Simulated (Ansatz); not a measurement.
## C2H5S2, SMILES [CH2]SSC: a rigid scan of one bond length

Computed with the Ansatz DFT code, driven from Python.

Input file `c2h5s2.xyz`:
```text
9

C    -0.19560    1.43320   -1.31690
S     1.22450    0.69420   -0.90190
S     0.82330    0.33130    1.07230
C     0.08020   -1.25600    1.01220
H    -0.40450    1.75790   -2.37830
H    -0.99520    1.75150   -0.59240
H    -0.89820   -1.18260    0.45270
H     0.68960   -2.00960    0.55990
H    -0.23560   -1.56640    2.07530
```

`scan_c2h5s2.py`:
```python
'''Potential curve of C2H5S2 along one bond.'''

import ansatz
import numpy as np

system = ansatz.Crystal.molecule_from_extxyz('c2h5s2.xyz')

symbols = [site.symbol for site in system.cartesian_sites]
start = np.array([site.position_ang for site in system.cartesian_sites])
axis = (start[5] - start[0]) / np.linalg.norm(start[5] - start[0])
moving = [5]
lengths, energies = [0.99, 1.035, 1.08, 1.125, 1.17, 1.215, 1.26, 1.327], []
for length in lengths:
    xyz = start.copy()
    xyz[moving] += (length - np.linalg.norm(start[5] - start[0])) * axis
    point = ansatz.Crystal.molecule()
    for symbol, place in zip(symbols, xyz):
        point = point.atom(symbol, place.tolist())
    setup = point.calculation()
    setup = setup.basis(gaussian='6-31G*')
    setup = setup.functional('r2scan0')
    setup = setup.spin('collinear', total=1)
    report = setup.run(threads=1).report
    energies.append(report['free_energy_ev'])
    print(f'r = {length:6.3f} A  E = {energies[-1]:.5f} eV  <S^2> = {abs(report["mean_field"]["state"]["spin_squared"]):.3f}')

# quartic fit about the minimum
fit = np.polynomial.Polynomial.fit(lengths, np.array(energies) - min(energies), 4).convert()
roots = [r.real for r in fit.deriv().roots() if abs(r.imag) < 1e-9 and fit.deriv(2)(r.real) > 0]
r_e = min(roots, key=lambda r: abs(r - lengths[int(np.argmin(energies))]))
print(f'minimum of the fit at {r_e:.4f} A, force constant {fit.deriv(2)(r_e):.2f} eV/A^2')
```

Output of `python scan_c2h5s2.py`:
```text
r =  0.990 A  E = -23820.03946 eV  <S^2> = 0.757
r =  1.035 A  E = -23820.17723 eV  <S^2> = 0.757
r =  1.080 A  E = -23820.21710 eV  <S^2> = 0.757
r =  1.125 A  E = -23820.18133 eV  <S^2> = 0.758
r =  1.170 A  E = -23820.08753 eV  <S^2> = 0.758
r =  1.215 A  E = -23819.94969 eV  <S^2> = 0.758
r =  1.260 A  E = -23819.77892 eV  <S^2> = 0.759
r =  1.327 A  E = -23819.48218 eV  <S^2> = 0.760
minimum of the fit at 1.0794 A, force constant 37.57 eV/A^2
```

Total energies depend on the basis set; only differences at equal settings carry meaning. The rest of the molecule is held rigid at a force-field or estimated start geometry, and the basis set is modest; single-reference methods fail as a bond breaks. The species is open-shell (spin multiplicity 2). Wall time of the script: 2.1 min on 1 thread of Arm Neoverse N1 (shared host), peak memory 0.32 GiB.
